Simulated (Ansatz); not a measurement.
Ideal-gas functions of BClH₂ (`BCl`) at 400 K and 1 bar, from an Ansatz frequency run at PBE0-D4/def2-TZVP.

Molar mass 48.28 g/mol, point group C2v (symmetry number 2), electronic degeneracy 1, moments of inertia 2.221, 31.781, 34.002 u Å². Harmonic wavenumbers (cm⁻¹, unscaled): 841, 866, 995, 1218, 2614, 2727.

Use S(trans) = R[1.5 ln M + 2.5 ln T − 1.1517]; rotational temperatures θ = 24.2544 K / I; S(rot) = R[ln(√π/σ · √(T³/θAθBθC)) + 1.5]; for each mode x = 1.438777 ν̃/T, S = R[x/(eˣ − 1) − ln(1 − e⁻ˣ)] and H = RT x/(eˣ − 1); 1 cm⁻¹ = 0.0119627 kJ/mol; R = 8.31446 J/(mol·K).

Task: By hand: the entropy, in J/(mol·K).

Result: Translation 163.3. Rotation: θ = 10.9205, 0.7632, 0.7133 K, giving 78.8. Vibration, mode by mode: 1.70, 1.58, 1.09, 0.57, 0.01, 0.00, in all 4.9. Electronic 0.0. Sum 247.0 J/(mol·K).

Task: By hand: H − E and G − E in kJ/mol, counted from the electronic energy.

Result: Zero-point energy ½ × 9261 × 0.0119627 = 55.4; thermal vibration 1.5; translation, rotation and pV give 4 RT = 13.3. H − E = 70.2 kJ/mol, and G − E = 70.2 − 400 × 247.0/1000 = -28.6 kJ/mol.

Vibration gives 2 % of the entropy; all modes have x over 3 and are hardly excited.
